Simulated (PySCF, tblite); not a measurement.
Compound: methanol, CH4O.
Numbering: `[CH3:1][OH:2]` (hydrogens: H3, H4, H5 on C1; H6 on O2)

Geometry (GFN2-xTB, Å), atoms numbered from 1 in this order:
```
atom  x, y, z in Å
C1    -0.3621    0.0075    0.0144
O2     0.9056   -0.4336   -0.4052
H3    -0.4922   -0.1028    1.0964
H4    -1.0919   -0.6192   -0.4945
H5    -0.5385    1.0531   -0.2606
H6     1.5822    0.0971    0.0279
```

Theory: PBE0/pcSseg-1 in PySCF (dipole) on a GFN2-xTB geometry, gas phase.

Take the most abundant isotopes and a rigid rotor. 

(1) Give the principal moments of inertia and the rotational constants in MHz.

(2) Classify the top.

(3) Is it planar, by Δ = Ic − Ia − Ib?

(4) Give the other two planar moments, Paa and Pbb, and the rms extents of the mass along the axes.

(5) List the rotational levels J(Ka,Kc) to J = 3 (MHz).

(6) Which lines would a microwave search look for?

Results:

(1) Ia = 3.95, Ib = 20.03, Ic = 20.78 u·Å²; 505379 MHz·u·Å²/I gives A = 128018, B = 25225, C = 24323 MHz.

(2) A near-prolate asymmetric top; Ray's κ = -0.983.

(3) Not planar: Δ = Ic − Ia − Ib = -3.20 u·Å². For a rigid frame Δ = −2 Σ m c², so Σ m c² = 1.60 u·Å² lies off the ab plane, practically all of it from hydrogen. The atom farthest from that plane is 0.89 Å away.

(4) Paa = Σ m a² = (Ib + Ic − Ia)/2 = 18.43 and Pbb = Σ m b² = (Ia + Ic − Ib)/2 = 2.35 u·Å². With the mass M = 32.03 u, the rms extents √(P/M) along a, b and c are 0.76, 0.27, 0.22 Å.

(5) Above 0(0,0):
J = 1: 1(0,1) 49548, 1(1,1) 152340, 1(1,0) 153243
J = 2: 2(0,2) 148637, 2(1,2) 250533, 2(1,1) 253240, 2(2,1) 561618, 2(2,0) 561624
J = 3: 3(0,3) 297256, 3(1,3) 397819, 3(1,2) 403233, 3(2,2) 710261, 3(2,1) 710290, 3(3,1) 1226483, 3(3,0) 1226483

(6) The dipole components are |μa| = 0.91 D, |μb| = 1.50 D, |μc| = 0.00 D; the mirror of this Cs structure is the ab plane, so μc vanishes by symmetry and there are no c-type lines. Intensities carry the squares of the components, which stand as 0.37 : 1.00 (a : b). Some lines, for components of 0.1 D or more:

```json
{"type": "a", "branch": "Q", "J(Ka,Kc)": "1(1,0) ← 1(1,1)", "MHz": "902", "lower level (cm⁻¹)": "5.082"}
{"type": "a", "branch": "Q", "J(Ka,Kc)": "2(1,1) ← 2(1,2)", "MHz": "2707", "lower level (cm⁻¹)": "8.357"}
{"type": "a", "branch": "Q", "J(Ka,Kc)": "3(1,2) ← 3(1,3)", "MHz": "5414", "lower level (cm⁻¹)": "13.270"}
{"type": "a", "branch": "R", "J(Ka,Kc)": "1(0,1) ← 0(0,0)", "MHz": "49548", "lower level (cm⁻¹)": "0.000"}
{"type": "a", "branch": "R", "J(Ka,Kc)": "2(1,2) ← 1(1,1)", "MHz": "98193", "lower level (cm⁻¹)": "5.082"}
{"type": "a", "branch": "R", "J(Ka,Kc)": "2(0,2) ← 1(0,1)", "MHz": "99089", "lower level (cm⁻¹)": "1.653"}
{"type": "a", "branch": "R", "J(Ka,Kc)": "2(1,1) ← 1(1,0)", "MHz": "99998", "lower level (cm⁻¹)": "5.112"}
{"type": "b", "branch": "Q", "J(Ka,Kc)": "2(1,1) ← 2(0,2)", "MHz": "104603", "lower level (cm⁻¹)": "4.958"}
{"type": "b", "branch": "Q", "J(Ka,Kc)": "3(1,2) ← 3(0,3)", "MHz": "105977", "lower level (cm⁻¹)": "9.915"}
{"type": "a", "branch": "R", "J(Ka,Kc)": "3(1,3) ← 2(1,2)", "MHz": "147286", "lower level (cm⁻¹)": "8.357"}
{"type": "a", "branch": "R", "J(Ka,Kc)": "3(2,2) ← 2(2,1)", "MHz": "148643", "lower level (cm⁻¹)": "18.734"}
{"type": "a", "branch": "R", "J(Ka,Kc)": "3(2,1) ← 2(2,0)", "MHz": "148667", "lower level (cm⁻¹)": "18.734"}
{"type": "a", "branch": "R", "J(Ka,Kc)": "3(1,2) ← 2(1,1)", "MHz": "149993", "lower level (cm⁻¹)": "8.447"}
{"type": "b", "branch": "R", "J(Ka,Kc)": "1(1,1) ← 0(0,0)", "MHz": "152340", "lower level (cm⁻¹)": "0.000"}
{"type": "b", "branch": "R", "J(Ka,Kc)": "2(1,2) ← 1(0,1)", "MHz": "200986", "lower level (cm⁻¹)": "1.653"}
{"type": "b", "branch": "Q", "J(Ka,Kc)": "3(2,1) ← 3(1,2)", "MHz": "307058", "lower level (cm⁻¹)": "13.450"}
{"type": "b", "branch": "Q", "J(Ka,Kc)": "2(2,0) ← 2(1,1)", "MHz": "308384", "lower level (cm⁻¹)": "8.447"}
{"type": "b", "branch": "Q", "J(Ka,Kc)": "2(2,1) ← 2(1,2)", "MHz": "311085", "lower level (cm⁻¹)": "8.357"}
{"type": "b", "branch": "Q", "J(Ka,Kc)": "3(2,2) ← 3(1,3)", "MHz": "312442", "lower level (cm⁻¹)": "13.270"}
{"type": "b", "branch": "R", "J(Ka,Kc)": "2(2,1) ← 1(1,0)", "MHz": "408375", "lower level (cm⁻¹)": "5.112"}
{"type": "b", "branch": "R", "J(Ka,Kc)": "2(2,0) ← 1(1,1)", "MHz": "409284", "lower level (cm⁻¹)": "5.082"}
{"type": "b", "branch": "R", "J(Ka,Kc)": "3(2,2) ← 2(1,1)", "MHz": "457021", "lower level (cm⁻¹)": "8.447"}
{"type": "b", "branch": "R", "J(Ka,Kc)": "3(2,1) ← 2(1,2)", "MHz": "459757", "lower level (cm⁻¹)": "8.357"}
{"type": "b", "branch": "Q", "J(Ka,Kc)": "3(3,0) ← 3(2,1)", "MHz": "516193", "lower level (cm⁻¹)": "23.693"}
{"type": "b", "branch": "Q", "J(Ka,Kc)": "3(3,1) ← 3(2,2)", "MHz": "516223", "lower level (cm⁻¹)": "23.692"}
{"type": "b", "branch": "R", "J(Ka,Kc)": "3(3,1) ← 2(2,0)", "MHz": "664859", "lower level (cm⁻¹)": "18.734"}
{"type": "b", "branch": "R", "J(Ka,Kc)": "3(3,0) ← 2(2,1)", "MHz": "664865", "lower level (cm⁻¹)": "18.734"}
```

Its GFN2-xTB frequencies are all real (lowest 373 cm⁻¹). Constants of a rigid frame at the computed geometry: no zero-point averaging, no centrifugal distortion. A rigid rotor knows nothing of internal rotation, which can split or shift real lines.
